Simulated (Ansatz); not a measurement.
System: rock-salt MgS. Method: LC-ωPBE in Ansatz (PAW).

Run with plane-wave cutoff 460 eV, 8×8×8 k mesh, Fermi–Dirac smearing 0.01 eV, scalar-relativistic PAW data made under PBE.

Pressure at four volumes; x = ln(V/17.199 Å³). One pressure is withheld.

| V (Å³/atom) | x | P (GPa) |
|---|---|---|
| 16.339 | -0.0513 | 5.10 |
| 17.199 | 0.0000 | 0.15 |
| 17.480 | 0.0162 | -1.21 |
| 18.059 | 0.0488 | ? |

Task: Pass a parabola P(x) through the three rows shown, estimate the bulk modulus and its pressure derivative near zero pressure, and predict the withheld pressure.

Result: Slopes between the rows: (0.15 − (5.10))/(0.0000 − (-0.0513)) = -96.49 and (-1.21 − (0.15))/(0.0162 − (0.0000)) = -83.95 GPa. Their difference over the span 0.0675 is c = 12.54/0.0675 = 185.8 GPa, so P(x) = 5.10 + (-96.49)(x − (-0.0513)) + 185.8 (x − (-0.0513))(x − (0.0000)). At the middle row B = −dP/dx = −[-96.49 + 185.8 × 0.0513] = 87.0 GPa, and B′ = dB/dP = 2c/B = 4.3. At x = 0.0488 the parabola gives -3.65 GPa; the run gives -3.71 GPa. The Birch–Murnaghan fit to the energies at all volumes has B0 = 86.5 GPa and B′ = 3.9.

Measured, for comparison: bulk modulus 81 GPa (corrected for zero-point motion; as tabulated in Goldzak et al. (2022), arXiv:2208.04865). Computed (rounded) less measured: bulk modulus +7 %.

Ansatz is a program for electronic structure.
